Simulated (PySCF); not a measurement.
(CH3)2CHCHF2, C4H8F2.
Atom-mapped SMILES: `[CH3:1][CH:2]([CH3:3])[CH:4]([F:5])[F:6]` (hydrogens: H7, H8, H9 on C1; H10 on C2; H11, H12, H13 on C3; H14 on C4)

Computed geometry: GFN2-xTB, gas phase.

**Question.** List the bond lengths, angles and torsions at this level.

**Answer.** 
| bond | length (Å) | order |
| --- | --- | --- |
| C1–C2, C2–C3 | 1.527 | single |
| C2–C4 | 1.528 | single |
| C4–F5, C4–F6 | 1.356 | single |
| C1–H7 and 5 like bonds | 1.087 | single |
| C2–H10 | 1.095 | single |
| C4–H14 | 1.102 | single |

Bonds in one row agree within 0.01 Å and their mean is given. Orders are formal, as drawn. A selection of angles:
| angle | degrees |
| --- | --- |
| C2–C1–H7 | 110.1 |
| H7–C1–H8 | 108.7 |
| C1–C2–C3 | 111.6 |
| C1–C2–C4 | 110.1 |
| C1–C2–H10 | 109.4 |
| C4–C2–H10 | 106.4 |
| C2–C3–H11 | 111.0 |
| C2–C4–F5 | 111.5 |
| C2–C4–H14 | 113.1 |
| F5–C4–F6 | 106.0 |
| F5–C4–H14 | 107.3 |

Dihedral angles: C1–C2–C4–F5 -56° (synclinal). The mirror-image conformer, all signs reversed, is as good.

Of the pairs four or more bonds apart, F5···H9 is among the closest relative to their van der Waals radii: 2.56 Å, 96 % of the sum of Bondi's values. All 3 C–C bonds measure 1.526 to 1.528 Å.

Point group: C1 (no symmetry element, even within 0.4 Å). Whether it is a minimum is left open (no frequencies). The numbers are those of one conformer.
